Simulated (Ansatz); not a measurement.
Lattice constant a (Å) of 24 elemental metals, computed with PBE (PAW; Ansatz, a program for electronic structure) and with PBEsol (Ansatz, plane waves, PAW). The set holds measured phases with no doubt noted on the run or the magnetic state but for the caveats below. 20 more of the class have both values but aren't in it, for one of these reasons: built or high-temperature cells, doubts on the run or the magnetic state, unlike cells, values of zero, layered or molecular crystals, cells that aren't cubic. Solids without a value at one level (not run, failed, or a magnetic order lost), or held back for tests, aren't counted.

All rows, in order of the shift (worked out from unrounded values):

```json
[
 {"solid": "bcc Ba", "PBE": "5.021", "PBEsol": "4.881", "shift (%)": "-2.80"},
 {"solid": "bcc Cs", "PBE": "6.162", "PBEsol": "6.012", "shift (%)": "-2.43"},
 {"solid": "fcc Ag", "PBE": "4.147", "PBEsol": "4.054", "shift (%)": "-2.26"},
 {"solid": "fcc Pb", "PBE": "5.040", "PBEsol": "4.933", "shift (%)": "-2.12"},
 {"solid": "fcc Cu", "PBE": "3.629", "PBEsol": "3.563", "shift (%)": "-1.82"},
 {"solid": "fcc Au", "PBE": "4.158", "PBEsol": "4.083", "shift (%)": "-1.81"},
 {"solid": "fcc Sr", "PBE": "6.030", "PBEsol": "5.922", "shift (%)": "-1.79"},
 {"solid": "bcc Rb", "PBE": "5.670", "PBEsol": "5.569", "shift (%)": "-1.77"},
 {"solid": "fcc Pd", "PBE": "3.943", "PBEsol": "3.876", "shift (%)": "-1.71"},
 {"solid": "fcc Ni", "PBE": "3.519", "PBEsol": "3.463", "shift (%)": "-1.59"},
 {"solid": "bcc Fe", "PBE": "2.831", "PBEsol": "2.788", "shift (%)": "-1.53"},
 {"solid": "fcc Pt", "PBE": "3.970", "PBEsol": "3.918", "shift (%)": "-1.31"},
 {"solid": "fcc Rh", "PBE": "3.830", "PBEsol": "3.780", "shift (%)": "-1.31"},
 {"solid": "bcc K", "PBE": "5.284", "PBEsol": "5.215", "shift (%)": "-1.30"},
 {"solid": "fcc Ca", "PBE": "5.526", "PBEsol": "5.455", "shift (%)": "-1.29"},
 {"solid": "bcc V", "PBE": "2.997", "PBEsol": "2.959", "shift (%)": "-1.27"},
 {"solid": "bcc Nb", "PBE": "3.310", "PBEsol": "3.271", "shift (%)": "-1.16"},
 {"solid": "bcc Ta", "PBE": "3.319", "PBEsol": "3.281", "shift (%)": "-1.15"},
 {"solid": "fcc Ir", "PBE": "3.871", "PBEsol": "3.830", "shift (%)": "-1.04"},
 {"solid": "bcc Mo", "PBE": "3.161", "PBEsol": "3.130", "shift (%)": "-0.99"},
 {"solid": "bcc W", "PBE": "3.184", "PBEsol": "3.154", "shift (%)": "-0.93"},
 {"solid": "fcc Al", "PBE": "4.040", "PBEsol": "4.014", "shift (%)": "-0.64"},
 {"solid": "bcc Na", "PBE": "4.197", "PBEsol": "4.171", "shift (%)": "-0.62"},
 {"solid": "bcc Li", "PBE": "3.435", "PBEsol": "3.434", "shift (%)": "-0.03"}
]
```

The shift from PBE to PBEsol has a median of -1.31 %, and eight in ten lie between -2.22 % and -0.73 %; PBEsol is the larger in 0 of 24.

Ansatz's runs of these crystals have no spin polarisation, but for bcc Fe, fcc Ni.

Density-functional runs with spin start from parallel moments for bcc Fe, parallel moments for fcc Ni.

Spin–orbit coupling is left out, also for the solids with elements from indium on (bcc Ta, fcc Pt, bcc Ba, bcc W, fcc Ir, bcc Cs, fcc Pb, fcc Au); its size isn't shown.

Ansatz's density-functional and Hartree–Fock values are scalar-relativistic unless marked +SOC, with PAW data made under PBE.
